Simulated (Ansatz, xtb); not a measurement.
**CH3AlF+: which of two structures lies lower**

Structure I is a singlet given by its coordinates and structure II is a singlet given by its coordinates. Both are isolated ions in the gas phase, relaxed with PBE0-D3(BJ)/def2-SVP.

I (Å):

```tsv
atom	x (Å)	y (Å)	z (Å)
C	0.7515	0.4706	0.3988
Al	-1.9936	-1.0119	-1.0788
F	-0.4133	-0.1575	-0.2289
H	0.3713	1.3676	0.8977
H	1.4424	0.6973	-0.4193
H	1.1472	-0.2721	1.0987
```

Close contacts (Å): C1–F3 1.46, Al2–F3 1.99, C1–H4 1.09, C1–H5 1.09, C1–H6 1.09.

II (Å):

```xyz
6

C    -1.0957    1.0351    0.8375
Al   -0.0123   -0.0785    1.9337
F     0.9110   -1.0276    2.8678
H    -1.1466    2.0420    1.2834
H    -2.1082    0.6040    0.7729
H    -0.6505    1.0948   -0.1691
```

Close contacts (Å): C1–Al2 1.90, Al2–F3 1.62, C1–H4 1.10, C1–H5 1.10, C1–H6 1.10.

Quicker runs give these differences E(II) − E(I): GFN2-xTB −54.4 kcal/mol; HF/STO-3G −3.6 kcal/mol (at GFN2-xTB geometries); r2SCAN-D4/def2-SVP −33.2 kcal/mol (at GFN2-xTB geometries).

Problem. Estimate E(II) − E(I) at the level CCSD(T)/def2-TZVPP.

Solution. Calculated at CCSD(T)/def2-TZVPP: E(II) − E(I) = −29.9 kcal/mol, so structure II lies lower.

The same difference at several levels:

```tsv
level	geometry	E(II) − E(I) (kcal/mol)	departure from the last row (kcal/mol)	job, with rough time for the two
GFN2-xTB	GFN2-xTB	−54.4	−24.5	optimisation, 0.68 s
HF/STO-3G	GFN2-xTB	−3.6	+26.3	single point, 0.76 s
r2SCAN-D4/def2-SVP	GFN2-xTB	−33.2	−3.2	single point, 5.7 s
PBE0-D3(BJ)/def2-SVP	PBE0-D3(BJ)/def2-SVP	−25.3	+4.7	optimisation, 31 s
HF/def2-TZVPP	PBE0-D3(BJ)/def2-SVP	−23.5	+6.4	part of the CCSD(T) run
MP2/def2-TZVPP	PBE0-D3(BJ)/def2-SVP	−35.6	−5.6	part of the CCSD(T) run
CCSD(T)/def2-TZVPP	PBE0-D3(BJ)/def2-SVP	−29.9		single point, 74 s
```

The levels shown agree on the order. The largest departure from CCSD(T)/def2-TZVPP is that of HF/STO-3G, 26.3 kcal/mol.

With harmonic frequencies from PBE0-D3(BJ)/def2-SVP (ideal gas, rigid rotor, one conformer each, 298.15 K, 1 atm): the zero-point term adds −1.1 kcal/mol; ΔH is −31.3 and ΔG −29.8 kcal/mol.

The correlated steps freeze 7 core orbitals. Run with Ansatz 0.2.0, xtb 6.7.1; the last row on 1 thread of AMD EPYC (Zen 3) on a shared host.
